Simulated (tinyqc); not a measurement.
Worked calculation (part 2 of 2): CCD on RHF in the sto-3g basis, frozen core, for H2O, spin multiplicity 1. Computed by tinyqc, a small Python program that keeps every step (integrals from PySCF). Command: `OMP_NUM_THREADS=1 python tinyqc.py 24342 24343 out.jsonl` (the two numbers bound the seeds that draw the settings). One thread of a shared host (Intel(R) Xeon(R) Processor @ 2.60GHz), about 0.1 s of CPU time with the checks.

Geometry (angstrom):
```
atom         x          y         z
O     0.000000   0.000000  0.000000
H     0.000000   0.791000  0.749000
H     0.000000  -0.765000  0.724000
```

## CCD: starting amplitudes

orbital energies (hartree): MO1 -20.269692, MO2 -1.228944, MO3 -0.543681, MO4 -0.463823, MO5 -0.394179, MO6 0.514598, MO7 0.594025

Two-electron integrals over orbitals (pq|rs), unique and non-zero (hartree); the lowest 1 orbital is frozen and left out:
```
(22|22) 0.725471    (32|22) -0.002836   (32|32) 0.133596    (33|22) 0.629367
(33|32) 0.000053    (33|33) 0.609733    (42|22) -0.017462   (42|32) -0.001335
(42|33) 0.002512    (42|42) 0.127992    (43|22) -0.005375   (43|32) 0.022736
(43|33) -0.005082   (43|42) 0.008254    (43|43) 0.055047    (44|22) 0.656218
(44|32) 0.008491    (44|33) 0.575500    (44|42) -0.092729   (44|43) -0.004787
(44|44) 0.705017    (52|52) 0.148233    (53|52) 0.004067    (53|53) 0.027831
(54|52) -0.047291   (54|53) -0.002178   (54|54) 0.050573    (55|22) 0.751552
(55|32) 0.005228    (55|33) 0.615342    (55|42) -0.082076   (55|43) -0.008512
(55|44) 0.690763    (55|55) 0.880159    (62|22) -0.132220   (62|32) -0.010561
(62|33) -0.072875   (62|42) -0.028517   (62|43) 0.006373    (62|44) -0.059367
(62|55) -0.140413   (62|62) 0.096615    (63|22) -0.029805   (63|32) 0.027210
(63|33) -0.020601   (63|42) 0.015193    (63|43) 0.032647    (63|44) -0.019339
(63|55) -0.036842   (63|62) 0.018300    (63|63) 0.068041    (64|22) -0.119079
(64|32) 0.013612    (64|33) -0.051531   (64|42) 0.057176    (64|43) 0.010825
(64|44) -0.129769   (64|55) -0.145971   (64|62) 0.054248    (64|63) 0.030860
(64|64) 0.100950    (65|52) -0.049990   (65|53) -0.005407   (65|54) -0.004534
(65|65) 0.034964    (66|22) 0.608678    (66|32) 0.031414    (66|33) 0.561051
(66|42) 0.045016    (66|43) 0.023129    (66|44) 0.557528    (66|55) 0.591729
(66|62) -0.094994   (66|63) 0.013406    (66|64) -0.046530   (66|66) 0.610749
(72|22) -0.031749   (72|32) 0.047631    (72|33) -0.011857   (72|42) -0.000991
(72|43) -0.033964   (72|44) -0.019177   (72|55) -0.033652   (72|62) 0.007864
(72|63) -0.028251   (72|64) 0.014733    (72|66) -0.024524   (72|72) 0.067009
(73|22) 0.148889    (73|32) 0.015963    (73|33) 0.088044    (73|42) -0.082413
(73|43) 0.001272    (73|44) 0.135920    (73|55) 0.193760    (73|62) -0.064544
(73|63) -0.014223   (73|64) -0.096149   (73|66) 0.051299    (73|72) -0.021811
(73|73) 0.159515    (74|22) -0.012708   (74|32) -0.075149   (74|33) -0.006172
(74|42) 0.002858    (74|43) -0.009961   (74|44) -0.019725   (74|55) -0.017762
(74|62) 0.011877    (74|63) -0.044569   (74|64) -0.003837   (74|66) -0.031885
(74|72) -0.012664   (74|73) -0.025030   (74|74) 0.071875    (75|52) -0.011869
(75|53) 0.022990    (75|54) 0.000781    (75|65) 0.002552    (75|75) 0.024402
(76|22) 0.004635    (76|32) -0.077747   (76|33) -0.001331   (76|42) 0.008897
(76|43) -0.052971   (76|44) -0.010128   (76|55) -0.000764   (76|62) -0.008754
(76|63) -0.049468   (76|64) -0.016843   (76|66) -0.031765   (76|72) 0.007242
(76|73) -0.020466   (76|74) 0.053337    (76|76) 0.093651    (77|22) 0.608283
(77|32) -0.035609   (77|33) 0.590333    (77|42) -0.011319   (77|43) -0.024306
(77|44) 0.573832    (77|55) 0.603549    (77|62) -0.060670   (77|63) -0.038735
(77|64) -0.051928   (77|66) 0.543646    (77|72) -0.011234   (77|73) 0.073625
(77|74) 0.020490    (77|76) 0.034560    (77|77) 0.611228
```

t_ij^ab = <ij||ab> / (e_i + e_j - e_a - e_b), whose energy is MP2.

Starting amplitudes (spin orbitals 1a, 1b, ...; amplitudes related by a flip of all spins are not repeated; the 24 largest):
```
from      to          t
3a 3b  7a 7b  -0.070104
4a 4b  6a 6b  -0.051588
3a 4b  6b 7a  -0.045437
4a 4b  7a 7b  -0.033972
3a 3b  6a 6b  -0.032147
2a 2b  6a 6b  -0.027706
3a 4a  6a 7a  -0.024375
2a 3b  6a 7b   0.022401
3a 4b  6a 7b   0.021061
2a 4b  6a 6b  -0.019930
5a 5b  6a 6b  -0.019237
2a 2b  7a 7b  -0.018379
3a 4b  6a 6b  -0.015152
2a 3a  6a 7a   0.012596
5a 5b  7a 7b  -0.012347
3a 4b  7a 7b   0.011400
2a 3b  6b 7a  -0.009805
2a 3b  7a 7b   0.007367
2a 3b  6a 6b  -0.006531
3a 3b  6a 7b   0.006477
2a 4b  6b 7a   0.005259
2a 4b  7a 7b   0.004396
2a 4b  6a 7b  -0.004240
2a 2b  6a 7b  -0.002205
```

correlation energy = -0.04823290 hartree

## CCD: amplitude update 1

t_ij^ab D_ij^ab are set to the remaining terms of the spin-orbital equations, evaluated with the old amplitudes; for the doubles these are <ij||ab> + 1/2 <ab||ef> t_ij^ef + 1/2 <mn||ij> t_mn^ab + P(ij)P(ab) <mb||ej> t_im^ae + terms in t^2, D the orbital-energy denominators.

Amplitudes after update 1 (spin orbitals 1a, 1b, ...; amplitudes related by a flip of all spins are not repeated; the 24 largest):
```
from      to          t
3a 3b  7a 7b  -0.089361
4a 4b  6a 6b  -0.064594
3a 4b  6b 7a  -0.057641
4a 4b  7a 7b  -0.044991
3a 3b  6a 6b  -0.044602
3a 4b  6a 7b   0.033059
2a 2b  6a 6b  -0.031289
2a 4b  6a 6b  -0.028295
2a 3b  6a 7b   0.027680
3a 4a  6a 7a  -0.024581
5a 5b  6a 6b  -0.023748
3a 4b  6a 6b  -0.021291
2a 2b  7a 7b  -0.019678
2a 3b  6b 7a  -0.015938
3a 4b  7a 7b   0.015669
5a 5b  7a 7b  -0.013271
2a 3a  6a 7a   0.011742
2a 3b  7a 7b   0.010073
2a 3b  6a 6b  -0.008761
3a 3b  6a 7b   0.007426
2a 4b  6b 7a   0.006344
2a 4b  6a 7b  -0.005453
4a 4b  6a 7b   0.003659
2a 4b  7a 7b   0.002890
```

correlation energy = -0.06105105 hartree

## CCD: convergence

E_corr = 1/4 sum <ij||ab> t_ij^ab; stop when the norm of the change is below 1e-8.

Course of the amplitude iterations:
```
update  correlation energy (hartree)  norm of the change
0                        -0.04823290                   -
1                        -0.06105105            8.64e-02
2                        -0.06508570            3.33e-02
3                        -0.06657294            1.42e-02
4                        -0.06717236            6.22e-03
5                        -0.06742460            2.81e-03
6                        -0.06753316            1.30e-03
7                        -0.06758057            6.22e-04
8                        -0.06760155            3.06e-04
9                        -0.06761095            1.55e-04
10                       -0.06761522            7.99e-05
11                       -0.06761718            4.18e-05
12                       -0.06761810            2.21e-05
13                       -0.06761854            1.18e-05
14                       -0.06761875            6.31e-06
15                       -0.06761885            3.39e-06
16                       -0.06761890            1.82e-06
17                       -0.06761893            9.80e-07
18                       -0.06761894            5.28e-07
19                       -0.06761895            2.84e-07
20                       -0.06761895            1.53e-07
21                       -0.06761896            8.26e-08
22                       -0.06761896            4.45e-08
23                       -0.06761896            2.40e-08
24                       -0.06761896            1.29e-08
25                       -0.06761896            6.98e-09
```

Converged amplitudes (spin orbitals 1a, 1b, ...; amplitudes related by a flip of all spins are not repeated; the 24 largest):
```
from      to          t
3a 3b  7a 7b  -0.100358
4a 4b  6a 6b  -0.073069
3a 4b  6b 7a  -0.063545
3a 3b  6a 6b  -0.051870
4a 4b  7a 7b  -0.050869
3a 4b  6a 7b   0.043856
2a 4b  6a 6b  -0.034057
2a 2b  6a 6b  -0.031603
2a 3b  6a 7b   0.029418
5a 5b  6a 6b  -0.026091
3a 4b  6a 6b  -0.025620
2a 3b  6b 7a  -0.020748
3a 4a  6a 7a  -0.019688
2a 2b  7a 7b  -0.018552
3a 4b  7a 7b   0.018550
5a 5b  7a 7b  -0.012056
2a 3b  7a 7b   0.011692
2a 3b  6a 6b  -0.010033
2a 3a  6a 7a   0.008670
3a 3b  6a 7b   0.007920
2a 4b  6b 7a   0.006736
2a 4b  6a 7b  -0.006176
4a 4b  6a 7b   0.004705
2a 2b  6a 7b  -0.003373
```

CCD total energy = -75.01920276 hartree

Converged in 25 updates.
